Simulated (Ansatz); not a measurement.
A made-up structure of CH$_{5}$Si$_{2}$ (charge +1), closed shell:

C1  (0.433, -1.131, 0.106)
Si2  (0.204, 0.977, 0.946)
Si3  (-0.481, 0.366, -0.645)
H4  (-1.892, 0.266, -0.766)
H5  (0.046, 0.908, -1.847)
H6  (0.073, 2.341, 1.521)
H7  (1.400, -1.367, -0.261)
H8  (-0.139, -1.876, 0.596)
(Å)

It is relaxed with PBE-D4/def2-SVP and then PBE0-D4/def2-TZVP (Ansatz 0.2.0). Atoms count as bonded within 1.22 times the sum of their covalent radii (H–H: 0.88 Å). The end point is not checked to be a true minimum.

Problem. Does its bonding change? (A judgement: the text doesn't fix the answer.)

Solution. By the calculation: Yes. Formed: C1–Si2; broken: none.

Where it ends: The first stage lowers the energy by 3.94 eV in 11 steps. It ends as CH₅Si₂ ([CH2]1[SiH][SiH2]1), total charge +1:
C1  (0.347, -0.673, 0.300)
Si2  (0.237, 1.059, 0.860)
Si3  (-0.666, 0.239, -1.059)
H4  (-2.140, 0.199, -1.051)
H5  (0.043, 0.483, -2.326)
H6  (0.470, 1.598, 2.225)
H7  (1.322, -0.876, -0.173)
H8  (0.032, -1.545, 0.873)
(Å)

Labels in which every atom is bracketed show which atoms are joined, not bond orders.

For scale, one of the runs: PBE0-D4/def2-TZVP relaxation, 135 basis functions, launched by `ansatz run in.yaml --threads 2 --pin off --events-out ev --progress --plain --max-ram 4352MiB`. The run took about 54 s on 2 CPU threads of an Arm Neoverse V1 (shared host).
